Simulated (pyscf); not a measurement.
1,1-elimination: H₂Ga–AsH₂ (SMILES [GaH2][AsH2]) → AsH₃ (SMILES [AsH3]) + GaH (SMILES [GaH]) [singlet]

Gas phase, singlet surface, charge 0. Bonds broken: As1–Ga2, Ga2–H5. Bonds formed: As1–H5. Optimised with ωB97X-D3(BJ)/def2-SVP in PySCF. MP2 and CC: frozen core, UHF for open shells. ΔMP2 is the change of the MP2 total energy from the triple- to the quadruple-zeta basis.

Transition state (Å):

```xyz
6

As     0.1453    -0.6727     0.4622
Ga     1.7027     1.0114    -0.3828
H     -0.5352    -1.3733     1.6403
H     -0.1454    -1.7221    -0.5786
H      1.8741    -0.6799    -0.3927
H      1.9226     1.7740     0.9960
```

One imaginary mode, 1028i cm⁻¹; descent along it reached the two sides named, in the forms told below.

| bond | change | reactant side (Å) | saddle | product side |
|---|---|---|---|---|
| As1–Ga2 | breaks | 2.390 | 2.444 | 2.9 |
| Ga2–H5 | breaks | 1.568 | 1.700 | 3.8 |
| As1–H5 | forms | 3.4 | 1.929 | 1.512 |

Electronic energies relative to the reactant's lowest minimum found (eV):

| level | barrier | reaction energy | reverse barrier |
|---|---|---|---|
| ωB97X-D3(BJ)/def2-TZVP | 2.65 | +1.62 | 1.03 |
| PBE/def2-TZVP | 1.93 | +1.30 | 0.63 |
| r²SCAN/def2-TZVP | 2.15 | +1.52 | 0.63 |
| B3LYP-D3(BJ)/def2-TZVP | 2.18 | +1.18 | 1.00 |
| PBE0-D3(BJ)/def2-TZVP | 2.24 | +1.44 | 0.80 |
| M06-2X/def2-TZVP | 2.40 | +1.33 | 1.08 |
| ωB97M-D3(BJ)/def2-TZVP | 2.48 | +1.22 | 1.27 |
| HF/def2-TZVP | 3.14 | +1.08 | 2.06 |
| MP2/def2-QZVPP | 2.36 | +1.58 | 0.78 |
| CCSD/def2-TZVPP | 2.50 | +1.34 | 1.16 |
| CCSD(T)/def2-TZVPP | 2.33 | +1.40 | 0.93 |
| CCSD(T)/def2-TZVPP + ΔMP2(QZVPP) | 2.28 | +1.38 | 0.90 |

With CCSD(T)/def2-TZVPP + ΔMP2(QZVPP) energies and thermal terms (ideal gas, 1 atm, RRHO with modes under 100 cm⁻¹ raised to 100, one conformer, R ln 2 for chiral ones without a mode under 150 cm⁻¹), in eV:

```tsv
T (K)	ΔH‡	ΔG‡	ΔH	ΔG
298	2.21	2.21	+1.33	+0.96
600	2.19	2.22	+1.30	+0.59
900	2.17	2.24	+1.26	+0.25
1200	2.15	2.26	+1.23	-0.08
```

On the product side the descent ends in an adduct with a As–Ga contact, 0.42 eV under the separated species and 1.44 eV under the saddle at ωB97X-D3(BJ)/def2-TZVP. What is counted as broken (As–Ga) persists as a longer contact in the product adduct; parting that adduct is a step of its own. One saddle was located; it need not be the lowest between these sides. A restricted solution here is unstable towards spin polarisation, so biradical character is likely and single-reference numbers are less safe. The CCSD(T) − MP2 part came from Ansatz, without density fitting, on the same reference. The frozen core leaves the outer d or s,p core shells of the metals and heavy elements correlated in the MP2 and CC values, and def2-TZVPP describes them poorly, which can shift differences by a few kcal/mol. Elements up to Kr have no core potential and no relativistic terms here.
